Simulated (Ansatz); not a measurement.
C3H3NO can be A, `C#C/N=C/O`, or B, `C=C(O)C#N`.

Isolated molecules relaxed with PBE0-D4/def2-TZVP in Ansatz; ΔE leaves out vibrations. CCSD(T)/CBS is the MP2 limit (def2-TZVPP, def2-QZVPP) plus CCSD(T) − MP2 in def2-TZVPP, frozen cores. Functionals use def2-TZVPP. B3LYP here is the variant with VWN-RPA as its local correlation; programs differ in this. One conformer a species, not always the lowest.

Task: Which is lower in electronic energy at CCSD(T)/CBS, and by how much? (Best estimate.)

Result: Ansatz gave: B, by 27.0 kcal/mol.

Task: Give E(B) − E(A) in kcal/mol with B2PLYP, BLYP-D4, B3LYP, CCSD(T)/def2-TZVPP, PBE-D4, B3LYP-D4, CCSD(T)/def2-SVP. (Best estimate.)

Result: Computed: B2PLYP -25.5, BLYP-D4 -23.9, B3LYP -23.8, CCSD(T)/def2-TZVPP -28.1, PBE-D4 -22.6, B3LYP-D4 -24.1, CCSD(T)/def2-SVP -27.9. None reverses the order clearly.

Task: Does the order hold for the free energy at 298.15 K (harmonic terms from PBE0-D4)? (Estimate.)

Result: Ansatz gave: Yes: G(B) − G(A) = -27.3 kcal/mol, for one conformer each.

Largest T1 diagnostic: 0.015.

Leaving LDA and LC-ωPBE aside and taking each functional with its dispersion term where it has one, the values, not all of them listed here, spread over 3.1 kcal/mol, from ωB97X-V to PBE-D4. LDA lies +4.0 kcal/mol from PBE without D4. From BLYP to BHLYP (50 % exact exchange), in def2-TZVPP and without D4, E(B) − E(A) moves by −1.2 kcal/mol.
